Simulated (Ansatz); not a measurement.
# HCl₂ (doublet): the correlation ladder at distance Cl1–H2 along a hydrogen transfer = 1.984 Å, cc-pVTZ

Aim: climb from Hartree-Fock through coupled cluster and multireference methods for HCl₂ (doublet) at one geometry and basis, and see what each rung misses.

Method: cc-pVTZ, core rule «outside noble gas», up to 10 orbitals frozen; program: Ansatz 0.2.0, Gaussian basis.

The runs, in order: UHF; CCSD(T) on ROHF; CCSD(T) on UHF; BCCD(T) on ROHF; CCSDT(Q) on ROHF; CCSDT(Q) on UHF; CASSCF and MRCISD+Q, 3 electrons in 3 orbitals; CASSCF and NEVPT2, 3 electrons in 3 orbitals; CASSCF and MRCISD+Q, 15 electrons in 9 orbitals; CASSCF and NEVPT2, 15 electrons in 9 orbitals.

## Step 1: The system

The geometry derives from fragments relaxed apart (PBE0/def2-TZVP) and kept rigid, so it is no stationary point. A hydrogen atom is moved between rigid fragments.

3 atoms, charge 0, spin multiplicity 2.

Atoms are counted from 1 here; the program's logs count them from 0.

Bond lengths: H2–Cl3 1.350 Å.

Geometry (Å):

```tsv
atom	x (Å)	y (Å)	z (Å)
Cl1	0.0000	0.0000	-1.7727
H2	0.0000	0.0000	0.2113
Cl3	0.0000	0.0000	1.5613
```

## Step 2: UHF

File in.yaml:

```yaml
crystal:
  periodic: [false, false, false]
  atoms:
    - {symbol: Cl, position_ang: [0.000000, 0.000000, -1.772667]}
    - {symbol: H, position_ang: [0.000000, 0.000000, 0.211333]}
    - {symbol: Cl, position_ang: [0.000000, 0.000000, 1.561333]}
basis:
  gaussian: {orbitals: cc-pVTZ}
magnetization: {spin_polarized: true, initial_magnetization: 1}
hamiltonian: {xc: hf}
output: {orbitals: {seedname: orbitals}}
```

Run with:

```sh
$ ansatz run in.yaml --threads 1 --pin off --events-out ev --progress --plain --max-ram 2816MiB --backend cpu
```

Further steps of the session: CCSD(T) on ROHF; CCSD(T) on UHF; BCCD(T) on ROHF; CCSDT(Q) on ROHF; CCSDT(Q) on UHF; CASSCF and MRCISD+Q, 3 electrons in 3 orbitals; CASSCF and NEVPT2, 3 electrons in 3 orbitals; CASSCF and MRCISD+Q, 15 electrons in 9 orbitals; CASSCF and NEVPT2, 15 electrons in 9 orbitals.

Q: Predict the results of all the runs planned. Wanted: UCCSDT(Q) below the RHF energy; RMP2 from UCCSDT(Q); UMP2 from UCCSDT(Q); RCCSD from UCCSDT(Q); RCCSD(T) from UCCSDT(Q); UCCSD(T) from UCCSDT(Q); RCCSDT(Q) from UCCSDT(Q); NEVPT2 pair from UCCSDT(Q); MRCISD+Q pair from UCCSDT(Q).

The runs gave:

| quantity | value |
| --- | --- |
| UCCSDT(Q) below the RHF energy | -11.7239 eV |
| RMP2 from UCCSDT(Q) | +35.15 kcal/mol |
| UMP2 from UCCSDT(Q) | +35.80 kcal/mol |
| RCCSD from UCCSDT(Q) | +10.16 kcal/mol |
| RCCSD(T) from UCCSDT(Q) | +1.06 kcal/mol |
| UCCSD(T) from UCCSDT(Q) | +1.05 kcal/mol |
| RCCSDT(Q) from UCCSDT(Q) | +0.02 kcal/mol |
| NEVPT2 pair from UCCSDT(Q) | +36.40 kcal/mol |
| MRCISD+Q pair from UCCSDT(Q) | +5.81 kcal/mol |
| NEVPT2 valence from UCCSDT(Q) | +60.50 kcal/mol |
| levels within 1 kcal/mol (43 meV) | RCCSDT, UCCSDT, RCCSDT(Q) |
| T1 diagnostic | 0.011 |
| effectively unpaired electrons | 1.01 |

**Reading.** RCCSD(T) lands +1.06 kcal/mol from the yardstick (0.4 % of the correlation energy). One determinant dominates. Of the multireference levels listed MRCISD+Q pair comes nearest in total energy (+5.81 kcal/mol), which doesn't show that its space is the better one. These misses are within one basis, not against nature; the frozen cores of restricted and unrestricted runs differ, which can shift their rows.
